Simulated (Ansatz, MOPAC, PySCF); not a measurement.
System: C2F3N, net charge 0, singlet state. SMILES: C(#N)C(F)(F)F
Coordinates optimised at B3LYP-D3(BJ)/def2-TZVP (Ansatz, a program for electronic structure):
```
C
F 1 1.3355
F 1 1.3355 2 108.66
F 1 1.3355 2 108.66 3 -118.06
C 1 1.4814 2 110.27 4 -120.97
N 5 1.1466 4 147.20 1 -180.00
```
Charge 0, spin multiplicity 1.

PM7 beside other levels, property by property. Conventions: PM7 with its own dispersion and hydrogen-bond terms; LANL2DZ all-electron up to Ne; open shells spin-unrestricted; no dispersion term unless named; non-relativistic; spin-orbit terms left out; valence correlation only. CBS(X,Y): correlation extrapolated as X^-3; Hartree-Fock from the larger set. The bracket is a focal-point correction in the basis named. First-principles rows: single points at B3LYP-D3(BJ) geometries (Ansatz), with unscaled harmonic terms from B3LYP/6-31G* (Ansatz) at its own minima, enthalpies of formation by atomisation with measured atoms. Semi-empirical rows: MOPAC heats of formation at their own minima for 298 K, the proton's as measured. A high T1 diagnostic makes the coupled-cluster value less sure than usual.

Measured values: Active Thermochemical Tables 1.112 (ions: stationary electron), as tabulated in the package chemicals; G2/97 table in ASE (Curtiss et al.); G2/97 table in ASE (Curtiss et al.), the entry of C2F3N doubted and unchecked; G2/97 table in ASE (Curtiss et al.), the entry of C2F3N doubted and unchecked; they hold spin-orbit and core effects, anharmonicity. Coupled cluster (Ansatz) is a level with limits of its own, used here on species with T1 under 0.025 (0.045 for open shells) and stable references: RI-MP2/CBS(cc-pVTZ,cc-pVQZ)+[CCSD(T)-MP2]/cc-pVTZ.

```
property                                                                                  PM7 (MOPAC)  AM1 (MOPAC)  B3LYP/LANL2DZ (Ansatz)  M06-2X/def2-TZVPD (PySCF)        to compare with
----------------------------------------------------------------------------------------  -----------  -----------  ----------------------  -------------------------  ---------------------
C-C bond dissociation enthalpy at 298 K, to F[C](F)F + [C]#N (kcal/mol)                          95.9         87.4                   109.5                      114.8         111.4 measured
proton affinity at N (heteroatom site), enthalpy at 298 K, to [NH+]#CC(F)(F)F (kcal/mol)        171.4        165.0                   155.4                      160.4  161.9 coupled cluster
enthalpy of formation at 298 K (kcal/mol)                                                      -118.4       -119.5                   -22.1                     -121.9        -118.4 measured
```

As the rows show:
- C-C bond dissociation enthalpy at 298 K, to F[C](F)F + [C]#N: PM7 lies 15.5 kcal/mol below the measured value.
- proton affinity at N (heteroatom site), enthalpy at 298 K, to [NH+]#CC(F)(F)F: PM7 lies 9.5 kcal/mol above coupled cluster.
- enthalpy of formation at 298 K: PM7 equals the measured value.

The properties are those with a value to compare with, at most eight drawn at random. No case is left out for the size of its miss. Left out are saddle points of the reference geometry, anions that the best level run finds unbound, excited spin states, species near biochemistry, 298 K rows of species without real B3LYP wavenumbers, cases with under five habitual levels, runs that failed or that the program found above a lower state of the same kind, table entries that another table contradicts, and a share of species set aside by lot.
